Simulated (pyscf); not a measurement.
Single points on ωB97X-D3(BJ)/def2-SVP structures (PySCF, gas phase).

Problem. Estimate by transition-state theory the rate constant of HO–Sb(F)–F (SMILES [OH][Sb]([F])[F]) + HF (SMILES F) → F–Sb(F)–F (SMILES [F][Sb]([F])[F]) + H₂O (SMILES O) (singlet surface; O–Sb, F–H broken, F–Sb, H–O formed) at 600 K, with ωB97M-D3(BJ)/def2-TZVP energies (ideal gas, 1 atm, RRHO with modes under 100 cm⁻¹ raised to 100, one conformer, R ln 2 for chiral ones without a mode under 150 cm⁻¹; no tunnelling).

Solution. The electronic barrier is 0.1 kcal/mol and the thermal terms add +21.3, so ΔG‡ = 21.4 kcal/mol. With k_BT/h = 1.25e+13 s⁻¹ and RT = 1.192 kcal/mol, and a volume of 8.18e-20 cm³ per molecule at 1 atm, k = 1.6e-14 cm³ molecule⁻¹ s⁻¹. Wigner's tunnelling factor for 585i cm⁻¹ would be 1.08. A shift of 1 kcal/mol in the barrier changes k by a factor 2.3. On the reactant side the descent ends in a bound adduct, 8.7 kcal/mol under the separated species and 8.3 kcal/mol under the saddle at ωB97X-D3(BJ)/def2-TZVP. On the product side the descent ends in a bound adduct, 11.9 kcal/mol under the separated species and 17.4 kcal/mol under the saddle at ωB97X-D3(BJ)/def2-TZVP. This is the saddle that the search found; another between the same sides may lie lower. Elements past Kr carry the def2 core potentials, without spin-orbit coupling.
